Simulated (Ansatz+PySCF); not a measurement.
The numbers below are computed, except where a source is named.
This Ansatz input gave a total energy of -152.29056 hartree.

```yaml
crystal:
  periodic: [false, false, false]
  atoms:
    - { symbol: O, position_ang: [0.0, 0.0, -0.11966] }
    - { symbol: H, position_ang: [0.0, 0.75417, 0.47865] }
    - { symbol: H, position_ang: [0.0, -0.75417, 0.47865] }
    - { symbol: O, position_ang: [10.0, 0.0, -0.11966] }
    - { symbol: H, position_ang: [10.0, 0.75417, 0.47865] }
    - { symbol: H, position_ang: [10.0, -0.75417, 0.47865] }
basis:
  gaussian: { orbitals: cc-pVDZ }
total_charge: 1
magnetization:
  initial_magnetization: 1
hamiltonian:
  xc: pbe0
```

(1) Write an input for PySCF with the same method and basis set.

## Answers

(1)

```python
from pyscf import gto, dft

mol = gto.M(atom="""
O 0.000000 0.000000 -0.119660
H 0.000000 0.754170 0.478650
H 0.000000 -0.754170 0.478650
O 10.000000 0.000000 -0.119660
H 10.000000 0.754170 0.478650
H 10.000000 -0.754170 0.478650
""", basis='cc-pvdz', charge=1, spin=1)
mf = dft.ROKS(mol, xc='pbe0')
mf.init_guess = 'minao'
mf.kernel()
while True:  # follow internal instabilities
    mo, _, stable, _ = mf.stability(return_status=True)
    if stable: break
    mf.kernel(mf.make_rdm1(mo, mf.mo_occ))
print(mf.converged, mf.e_tot, mf.spin_square()[0])
```

PySCF 2.14.0 gave -152.29056 hartree, 0.05 meV from the first. Caution: charge can spread falsely over distant fragments.
